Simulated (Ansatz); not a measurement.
C4H6O can be A, `C=COC=C`, or B, `CC1=COC1`.

Computed with Ansatz on PBE0-D4/def2-TZVP structures; ΔE is electronic, products minus reactants. CCSD(T)/CBS is the MP2 limit (def2-TZVPP, def2-QZVPP) plus CCSD(T) − MP2 in def2-TZVPP, frozen cores. Functionals use def2-TZVPP. B3LYP here is the variant with VWN-RPA as its local correlation; programs differ in this. Each species was taken in one conformer, which may not be the lowest.

A:

```xyz
11

C    -1.7532    0.1495   -0.6755
C    -0.5874    0.3662   -1.2700
O     0.6480    0.1987   -0.7371
C     0.7555    0.1167    0.6172
C     1.7061   -0.5949    1.1982
H    -1.8403   -0.2288    0.3343
H    -2.6628    0.3369   -1.2284
H    -0.5088    0.7015   -2.2975
H     0.0364    0.7198    1.1657
H     2.3988   -1.1921    0.6190
H     1.8076   -0.5735    2.2741
```

B:

Z-matrix (Å, degrees):
```
C
O 1 1.459
C 1 1.943 2 45.2
C 1 1.506 2 88.5 3 0.0
H 1 1.092 2 110.4 3 -118.5
H 1 1.092 2 110.4 3 118.5
H 3 1.083 1 169.6 2 -0.0
C 4 1.475 1 135.3 2 180.0
H 8 1.092 4 110.6 1 179.7
H 8 1.095 4 111.8 1 -60.2
H 8 1.095 4 111.8 1 59.7
```

Problem. Which is lower in electronic energy at CCSD(T)/CBS, and by how much? (An estimate is asked.)

Solution. The calculation gave: A, by 28.6 kJ/mol.

Problem. Give E(B) − E(A) in kJ/mol with CCSD/def2-TZVPP, MP2/def2-TZVPP, B2PLYP, r2SCAN-D4, PBE-D4, B3LYP, PBE0-D4. (Estimate.)

Solution. Ansatz gave: CCSD/def2-TZVPP 28.9, MP2/def2-TZVPP 17.4, B2PLYP 35.3, r2SCAN-D4 29.1, PBE-D4 20.9, B3LYP 42.4, PBE0-D4 16.2. None reverses the order clearly.

Largest T1 diagnostic: 0.013.

From PBE to PBE0 (25 % exact exchange), in def2-TZVPP and without D4, E(B) − E(A) moves by −4.7 kJ/mol. In def2-TZVPP, CCSD(T) changes the Hartree–Fock value by −22.7 kJ/mol (the triples alone add −0.7 kJ/mol) and MP2 by −33.4 kJ/mol.
